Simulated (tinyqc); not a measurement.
Hueckel theory of the pi electrons, for the molecule C=C[CH2-] (SMILES; centres numbered as the heavy atoms are written), step by step. One step of it, computed by the program tinyqc.

Problem. Energy, charges, bond orders. E = sum n x; q_r = z_r - P_rr; bond order p = P_rs; free valence = sqrt(3) - sum of p over the bonds of the atom.

x values: [1.414214, 0.000000, -1.414214]

occupations: [2.000000, 2.000000, 0.000000]

charge and bond-order matrix P, order 1C, 2C, 3C:
$$\begin{pmatrix}
1.500000 & 0.707107 & -0.500000 \\
0.707107 & 1.000000 & 0.707107 \\
-0.500000 & 0.707107 & 1.500000
\end{pmatrix}$$

Centres:
```
centre  z_r, pi electrons of the neutral centre         h
1C                                            1  0.000000
2C                                            1  0.000000
3C                                            1  0.000000
```

Bonds:
```
i  j  k
1  2  1
2  3  1
```

Give: pi energy = 4 alpha + this times beta; pi charges; Bond orders and lengths from R = 1.517 - 0.180 p; free valence of the carbons; gap between the highest filled and the next level.

Solution.

pi energy = 4 alpha + this times beta = 2.828

pi charges: 1C -0.500, 2C 0.000, 3C -0.500

Bond orders and lengths from R = 1.517 - 0.180 p (angstrom, C-C alone):
```
bond      p      R
1-2   0.707  1.390
2-3   0.707  1.390
```

free valence of the carbons: 1C 1.025, 2C 0.318, 3C 1.025

gap between the highest filled and the next level = 1.414 |beta|
